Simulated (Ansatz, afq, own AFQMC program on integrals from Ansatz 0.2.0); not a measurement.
Integrals from Ansatz 0.2.0, then the random walk in our own AFQMC program (afq).

```yaml
crystal:
  periodic: [false, false, false]
  atoms:
    - {symbol: Si, position_ang: [0.000000, 0.000000, 0.000000]}
    - {symbol: H, position_ang: [0.855850, 0.858745, 0.856831]}
    - {symbol: H, position_ang: [-0.859551, -0.854424, 0.857445]}
    - {symbol: H, position_ang: [-0.854730, 0.855535, -0.861149]}
    - {symbol: H, position_ang: [0.858431, -0.859856, -0.853127]}
basis:
  gaussian: {orbitals: 6-31G}
magnetization: {spin_polarized: false}
correlation: {method: ccsd_t, electrons: outside_noble_gas, hamiltonian_folder: ham}
```

```sh
$ ansatz run in.yaml --threads 1 --pin off --events-out ev --progress --plain --max-ram 16896MiB --backend cuda --devices 0, --max-vram 18GiB
```

Options of the walk:

```
--method phaseless --trial cisd --walkers 4000 --populations 20 --least-time 60 --time-step 0.005 --steps-per-block 50 --equilibration-blocks 28 --max-blocks 4000 --target-error 0.00017 --factor-cut 1e-05 --seed 9104 --release-times 0.24,0.51,0.99,1.62,2.4 --release-step 0.03 --release-every 3 --taylor-order 6
```

Times are imaginary, in 1/Eh. The walk had a cap of 122 s. With eight or more populations the least sampling time is a fifth of least-time, and the error comes from their spread.

Output of the walk:

```
orbitals 16  electrons 4 4  factors 106 of 268
reference energy -291.17384956 Eh
CCSD correlation -0.08495407 Eh in 9 cycles, weight of the determinant in the CISD state 0.9416
energy of the start -291.258808 Eh
 block  time / (1/Eh)  mean weight  energy / Eh
     1     0.250  1.0000  -291.258221
     2     0.500  1.0001  -291.258268
     3     0.750  0.9998  -291.258539
     4     1.000  1.0000  -291.258783
     5     1.250  1.0002  -291.259075
    12     3.000  0.9999  -291.259719
    19     4.750  1.0000  -291.259940
    26     6.500  0.9999  -291.259891
    30     7.500  1.0001  -291.259816
    33     8.250  0.9999  -291.259934
    40    10.000  1.0000  -291.259935
    47    11.750  1.0003  -291.259974
    54    13.500  0.9999  -291.260069
    61    15.250  1.0000  -291.259970
    68    17.000  0.9999  -291.260094
    75    18.750  1.0001  -291.260037
    77    19.250  1.0000  -291.260208
    78    19.500  0.9999  -291.259970
error from the spread of 20 populations
released: time / (1/Eh)  energy / Eh  error  mean overlap
  0.24  -291.260004  0.000031  0.9995
  0.51  -291.259983  0.000022  0.9990
  0.99  -291.259965  0.000017  1.0004
  1.62  -291.259954  0.000018  1.0022
  2.40  -291.259942  0.000014  1.0043
energy -291.259976 +/- 0.000035 Eh
(rows thinned)
```

The run passed its tests (sampling time, drift between the halves within three errors, error under three times the target), which doesn't prove that it has relaxed.

Against this walk (error 1.0 meV) on the same determinant: CCSD(T) 9.1 meV higher, CCSDT(Q) 0.2 meV higher (within the noise), CCSDTQ 0.0 meV higher (within the noise), full CI 0.0 meV lower (within the noise). The error is statistical and leaves out the bias of the constraint. Released to 2.40 1/Eh the energy moves by 0.9 ± 1.0 meV (both errors), within twice the noise.

Cautions: constraint bias not in the error.

The walk took 22 s on 1 × NVIDIA H100 80GB HBM3 with 2 threads of AMD EPYC 7R13 Processor (Zen 3) (shared host) (the card was shared). The log's last line is the phaseless energy.

CCSDT and higher add their correlation energy to the determinant of the CCSD(T) run, since their own runs factorise the integrals more tightly (a shift of under 2 meV). A walk keeps the symmetry of its determinant, which the program's search chose and which needn't be the lowest solution, so a lower state of the same spin and another symmetry isn't excluded.
